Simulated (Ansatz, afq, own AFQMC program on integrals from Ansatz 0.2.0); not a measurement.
# BH, singlet in cc-pVTZ, levels against full CI

```yaml
atoms:
  - { symbol: B, position_ang: [0.0000, 0.0000, 0.0000] }
  - { symbol: H, position_ang: [0.0000, 0.0000, 4.2920] }
```

Basis cc-pVTZ. Only valence electrons are correlated. Integrals, coupled cluster, full CI and functionals: Ansatz 0.2.0; the random walks run on the same integrals in our own AFQMC program. ph-AFQMC/CISD is guided by a CISD state made of CCSD amplitudes; releasing the constraint for a short imaginary time cuts its bias at the price of noise, slowly where states lie close. Uncertainties: one standard error, sampling alone.

Determinant: UHF, the one that the program's search chose, which needn't be the lowest solution. The geometry is a point of a scan.

Full CI on the same integrals is exact in this basis and with this determinant's frozen core.

Cautions: unrestricted determinant spin contaminated (⟨S²⟩ 1.01 against 0.00); the next higher spin lies close (full CI puts it 9 meV above); walk and cluster series may follow different spin states.

- T1 diagnostic: 0.0118
- weight of the determinant in the CISD state: 0.932
- ⟨S²⟩ of the determinant: 1.009
- size of the correlated space: 4 electrons in 43 orbitals

Reference: full CI, correlation energy -1.817 eV. The released energy is read at 0.99 1/Eh, later times being too noisy (meV from the phaseless value at times in 1/Eh: -2.4 ± 0.7 at 0.24, -3.4 ± 1.0 at 0.51, -6.4 ± 0.8 at 0.99, -43 ± 36 at 1.62, 102 ± 111 at 2.40). The cautions show a poor starting determinant, so the rows tell how each method copes with it here, and full CI is the sure value.

```csv
level,E − E(reference) (kcal/mol),share of correlation (%)
HF,41.89,0.00
MP2,14.18,66.14
CCSD,1.21,97.10
CCSD(T),0.38,99.08
CCSDT,0.10,99.77
CCSDT(Q),0.08,99.80
ph-AFQMC/CISD,0.04 ± 0.03,99.90
released AFQMC,-0.11 ± 0.02,100.25
```

CCSDT and higher add their correlation energy to the determinant of the CCSD(T) run, since their own runs factorise the integrals more tightly (a shift of under 2 meV). A walk keeps the symmetry of its determinant, which the program's search chose and which needn't be the lowest solution, so a lower state of the same spin and another symmetry isn't excluded. Released energies are given only where the last usable release times agree within the noise; a slower fall can still hide under it.
